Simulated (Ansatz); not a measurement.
A nudged elastic band was laid between two geometries of CH₄BF (7 atoms, charge 0, multiplicity 1).

All numbers below come from RKS r2SCAN-D4/6-31G* (Ansatz 0.2.0).

```
movable images  : 7
climbing image  : yes
spring          : 5.0 eV/Å²
optimiser       : quadratic models (default)
start path      : IDPP
force threshold : 0.03 eV/Å
iteration limit : 60
end points      : relaxed
```

Image 0:

```xyz
7
Properties=species:S:1:pos:R:3
B -0.723 0.111 -0.532
C 0.531 -0.078 0.362
F 0.682 -1.349 0.918
H -1.505 -0.772 -0.726
H -0.885 1.190 -1.032
H 0.518 0.666 1.181
H 1.442 0.164 -0.217
```

Image 8:

```xyz
7
Properties=species:S:1:pos:R:3
B -0.722 0.111 -0.533
C 0.531 -0.078 0.363
F 0.688 -1.352 0.909
H -0.892 1.194 -1.021
H -1.497 -0.775 -0.739
H 0.513 0.659 1.188
H 1.441 0.173 -0.214
```

Q: Which bonds break or form, and what moves?

A: No bond is made or broken. The dihedral H5–B1–C2–F3 goes from -180 to 0°. The two ends are copies of one structure, up to a mirror image or an exchange of like atoms.

Q: Give the energies along the band, and the barrier.

A: The run converged. The highest image is number 5 of 0 to 8, 0.257 eV above the ends, which have the same energy within 2 meV. The profile has 2 maxima (images 3, 5) with wells between them (image 4): this band takes more than one step, which may be the mechanism or a detour left from its start path. A vibrational analysis at the climbing image gives one clearly imaginary mode, 251i cm⁻¹: a first-order saddle point.

| image | path coordinate (Å) | energy (eV) | dihedral H5–B1–C2–F3 (°) |
| --- | --- | --- | --- |
| 0 | 0.00 | 0.000 | -180 |
| 1 | 0.52 | 0.052 | -160 |
| 2 | 1.04 | 0.193 | -132 |
| 3 | 1.56 | 0.256 | -106 |
| 4 | 2.08 | 0.218 | -85 |
| 5 | 2.60 | 0.257 | -66 |
| 6 | 3.10 | 0.183 | -46 |
| 7 | 3.61 | 0.047 | -23 |
| 8 | 4.11 | 0.000 | 0 |

Q: What is the geometry of the highest image?

A: 
```xyz
7
Properties=species:S:1:pos:R:3:forces:R:3
B -0.725 0.171 -0.508 0.00 0.00 0.00
C 0.528 0.019 0.446 0.00 0.00 0.00
F 0.933 -1.272 -0.005 0.00 0.00 0.00
H -1.850 0.111 -0.100 0.00 0.00 0.00
H -0.516 0.245 -1.684 0.00 0.00 0.00
H 0.334 -0.061 1.522 0.00 0.00 0.00
H 1.358 0.719 0.284 0.00 0.00 0.00
```

Run time: 57 s on 1 thread of Intel(R) Xeon(R) 6975P-C (Granite Rapids), on a shared host, peak memory 0.12 GiB.
